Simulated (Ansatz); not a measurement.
**Cubic perovskite KTaO3**

Computed with LDA (PAW; Ansatz, a program for electronic structure).

Run with plane-wave cutoff 520 eV, 8×8×8 k mesh, Fermi–Dirac smearing 0.01 eV, scalar-relativistic PAW data made under PBE.

Cell (measured lattice):

KTaO₃ is modelled in the cubic space group Pm-3m (No. 221), the cubic perovskite structure, Pearson symbol cP5. Lattice parameters: a = 3.989 Å, b = 3.989 Å, c = 3.989 Å, α = 90.00°, β = 90.00°, γ = 90.00°. K on 1a sees 12 O at 2.820 Å (cuboctahedral). Ta on 1b is coordinated by 6 O at 1.994 Å (octahedral). O on 3c sees 2 Ta at 1.994 Å and 4 K at 2.820 Å (octahedral). (Neighbours: up to the widest gap in distance over summed covalent radii, below 1.35, at either atom; cation-cation and far metal-metal contacts left out.)

```
Item                                          Result
-------------------------------------------  -------
band gap                                     2.07 eV
smallest direct gap on the k points sampled  2.69 eV
```

Measured, for comparison: band gap 3.64 eV (temperature not stated, no zero-point or thermal correction, indirect; as tabulated in Himmetoglu and Janotti (2016), arXiv:1601.06205).

Note: cell and atoms aren't relaxed at this level (pressure -5.6 GPa).

Spin–orbit coupling is not included.

Static lattice: no zero-point or thermal effects.
